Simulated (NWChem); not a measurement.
Program: NWChem. System: Si (+1), charge 1, spin multiplicity 2. Its SCF solution wasn't tested for a lower state. Level: evGW0@UPBE/def2-TZVPD, RI basis def2-tzvpd-rifit, 6 cycles.

Output (cleaned and shortened):

```
             Northwest Computational Chemistry Package (NWChem) 7.3.0
             --------------------------------------------------------

                                NWChem Input Module
                                -------------------

 Scaling coordinates for geometry "geometry" by  1.889725989
 (inverse scale =  0.529177249)

                             Geometry "geometry" -> ""
                             -------------------------

 Output coordinates in angstroms (scale by  1.889725989 to convert to a.u.)

  No.       Tag          Charge          X              Y              Z
 ---- ---------------- ---------- -------------- -------------- --------------
    1 Si                  14.0000     0.00000000     0.00000000     0.00000000

 Effective nuclear repulsion energy (a.u.)       0.0000000000

            Nuclear Dipole moment (a.u.)
            ----------------------------
        X                 Y               Z
 ---------------- ---------------- ----------------
     0.0000000000     0.0000000000     0.0000000000

      Symmetry information
      --------------------

 Group name             D2h
 Group number             26
 Group order               8
 No. of unique centers     1

      Symmetry unique atoms

     1


 Summary of "ao basis" -> "" (spherical)
 ------------------------------------------------------------------------------
       Tag                 Description            Shells   Functions and Types
 ---------------- ------------------------------  ------  ---------------------
 *                         def2-tzvpd                 on all atoms

 new library libraries.bse/

 Summary of "ri basis" -> "" (spherical)
 ------------------------------------------------------------------------------
       Tag                 Description            Shells   Functions and Types
 ---------------- ------------------------------  ------  ---------------------
 *                      def2-tzvpd-rifit              on all atoms

  pbe96 is a nonlocal functional; adding pw91lda local functional.

                                 NWChem DFT Module
                                 -----------------

 Summary of "ao basis" -> "ao basis" (spherical)
 ------------------------------------------------------------------------------
       Tag                 Description            Shells   Functions and Types
 ---------------- ------------------------------  ------  ---------------------
 Si                        def2-tzvpd               15       43   6s5p3d1f

 Summary of "ao basis" -> "ao basis" (spherical)
 ------------------------------------------------------------------------------
       Tag                 Description            Shells   Functions and Types
 ---------------- ------------------------------  ------  ---------------------
 Si                        def2-tzvpd               15       43   6s5p3d1f

      Symmetry analysis of basis
      --------------------------

        ag         12
        au          1
        b1g         3
        b1u         7
        b2g         3
        b2u         7
        b3g         3
        b3u         7

            General Information
            -------------------
          SCF calculation type: DFT
          Wavefunction type:  spin polarized.
          No. of atoms     :     1
          No. of electrons :    13
           Alpha electrons :     7
            Beta electrons :     6
          Charge           :     1
          Spin multiplicity:     2
          Use of symmetry is: on ; symmetry adaption is: on
          Maximum number of iterations: 100
          This is a Direct SCF calculation.
          AO basis - number of functions:    43
                     number of shells:    15
          Convergence on energy requested:  1.00D-06
          Convergence on density requested:  1.00D-05
          Convergence on gradient requested:  5.00D-04

              XC Information
              --------------
          PerdewBurkeErnzerhof Exchange Functional  1.000
            Perdew 1991 LDA Correlation Functional  1.000 local
           PerdewBurkeErnz. Correlation Functional  1.000 non-local

             Grid Information
             ----------------
[...]
@GW        18          1.075           0.000
@GW        19          4.270           0.000
@GW        20          4.269           0.000
@GW        21          4.414           0.000
@GW        22          4.623           0.000
@GW        23          4.623           0.000
@GW        24          6.029           0.000
@GW        25         25.342           0.000
@GW        26         25.343           0.000
@GW        27         25.389           0.000
@GW        28         25.377           0.000
@GW        29         25.377           0.000
@GW        30         25.393           0.000
@GW        31         25.393           0.000
@GW        32         25.208           0.000
@GW        33         25.208           0.000
@GW        34         25.281           0.000
@GW        35         25.131           0.000
@GW        36         25.131           0.000
@GW        37         29.477           0.000
@GW        38         30.436           0.000
@GW        39         30.435           0.000
@GW        40        164.071           0.000
@GW        41        164.071           0.000
@GW        42        163.073           0.000
@GW        43        252.831           0.000

                   Beta Orbitals
          State     Energy (eV)     Error (eV)
          -----------------------------------
@GW         1      -1856.187           0.000
@GW         2       -165.394           0.000
@GW         3       -119.060           0.000
@GW         4       -119.060           0.000
@GW         5       -118.422           0.000
@GW         6        -22.535           0.000
@GW         7         -7.673           0.000
@GW         8         -7.670           0.000
@GW         9         -6.393           0.000
@GW        10         -2.697           0.000
@GW        11         -1.329           0.000
@GW        12         -1.329           0.000
@GW        13         -0.916           0.000
@GW        14         -0.913           0.000
@GW        15         -0.771           0.000
@GW        16          1.205           0.000
@GW        17          1.206           0.000
@GW        18          1.661           0.000
@GW        19          4.824           0.000
@GW        20          4.824           0.000
@GW        21          5.420           0.000
@GW        22          5.419           0.000
@GW        23          5.508           0.000
@GW        24          6.323           0.000
@GW        25         25.582           0.000
@GW        26         25.584           0.000
@GW        27         26.451           0.000
@GW        28         26.451           0.000
@GW        29         25.279           0.000
@GW        30         25.279           0.000
@GW        31         26.712           0.000
@GW        32         26.712           0.000
@GW        33         26.919           0.000
@GW        34         25.961           0.000
@GW        35         25.954           0.000
@GW        36         26.217           0.000
@GW        37         28.828           0.000
@GW        38         28.826           0.000
@GW        39         29.601           0.000
@GW        40        162.979           0.000
@GW        41        162.978           0.000
@GW        42        163.577           0.000
@GW        43        253.100           0.000

  *** G5W0

          Solving quasiparticle equations

                  Alpha Orbitals
          State     Energy (eV)     Error (eV)
          -----------------------------------
@GW         1      -1857.242           0.000
@GW         2       -165.650           0.000
@GW         3       -119.114           0.000
@GW         4       -119.114           0.000
@GW         5       -118.778           0.000
@GW         6        -23.173           0.000
@GW         7        -16.121           0.000
@GW         8         -7.997           0.000
@GW         9         -7.994           0.000
@GW        10         -2.815           0.000
@GW        11         -1.187           0.000
@GW        12         -1.188           0.000
@GW        13         -1.234           0.000
@GW        14         -1.474           0.000
@GW        15         -1.474           0.000
@GW        16          0.990           0.000
@GW        17          1.075           0.000
@GW        18          1.075           0.000
@GW        19          4.270           0.000
@GW        20          4.269           0.000
@GW        21          4.414           0.000
@GW        22          4.623           0.000
@GW        23          4.623           0.000
@GW        24          6.029           0.000
@GW        25         25.342           0.000
@GW        26         25.343           0.000
@GW        27         25.389           0.000
@GW        28         25.377           0.000
@GW        29         25.377           0.000
@GW        30         25.392           0.000
@GW        31         25.392           0.000
@GW        32         25.208           0.000
@GW        33         25.208           0.000
@GW        34         25.281           0.000
@GW        35         25.131           0.000
@GW        36         25.131           0.000
@GW        37         29.477           0.000
@GW        38         30.435           0.000
@GW        39         30.435           0.000
@GW        40        164.071           0.000
@GW        41        164.071           0.000
@GW        42        163.073           0.000
@GW        43        252.832           0.000

                   Beta Orbitals
          State     Energy (eV)     Error (eV)
          -----------------------------------
@GW         1      -1856.747           0.000
@GW         2       -165.394           0.000
@GW         3       -119.050           0.000
@GW         4       -119.050           0.000
@GW         5       -118.425           0.000
@GW         6        -22.535           0.000
@GW         7         -7.673           0.000
@GW         8         -7.670           0.000
@GW         9         -6.393           0.000
@GW        10         -2.697           0.000
@GW        11         -1.329           0.000
@GW        12         -1.329           0.000
@GW        13         -0.916           0.000
@GW        14         -0.913           0.000
@GW        15         -0.771           0.000
@GW        16          1.205           0.000
@GW        17          1.206           0.000
@GW        18          1.661           0.000
@GW        19          4.824           0.000
@GW        20          4.824           0.000
@GW        21          5.420           0.000
@GW        22          5.419           0.000
@GW        23          5.508           0.000
@GW        24          6.323           0.000
@GW        25         25.583           0.000
@GW        26         25.584           0.000
@GW        27         26.447           0.000
@GW        28         26.447           0.000
@GW        29         25.279           0.000
@GW        30         25.279           0.000
@GW        31         26.713           0.000
@GW        32         26.713           0.000
@GW        33         26.919           0.000
@GW        34         25.958           0.000
@GW        35         25.950           0.000
@GW        36         26.217           0.000
@GW        37         28.828           0.000
@GW        38         28.825           0.000
@GW        39         29.591           0.000
@GW        40        162.982           0.000
@GW        41        162.980           0.000
@GW        42        163.550           0.000
@GW        43        253.102           0.000

     GW Timing Statistics
   ------------------------
   Init.   :          0.0s
     ERIs  :          0.1s
     Distr.:          0.0s
     Vxc   :          0.0s
   Sigma_x :          0.0s
   RPA     :          0.0s
   Wmn     :          0.2s
   Sigma_c :          0.2s
   GW total:          0.6s

 Task  times  cpu:        0.6s     wall:        0.6s

 Total times  cpu:        2.1s     wall:        2.1s
```

Task: Write an NWChem input that would produce this output.

Result: Several could match; the one computed here: 
```
start mol
memory heap 200 mb stack 700 mb global 1700 mb
charge 1
geometry units angstroms nocenter noautoz
  Si     0.000000     0.000000     0.000000
  symmetry group D2h
end
basis spherical
  * library def2-tzvpd
end
basis "ri basis" bse spherical
  * library def2-tzvpd-rifit
end
dft
  xc xpbe96 cpbe96
  odft
  mult 2
  iterations 100
  direct
  tolerances tight
end
task dft energy
gw
  evgw0 6
  states alpha occ -1 vir -1
  states beta occ -1 vir -1
end
task dft gw
```
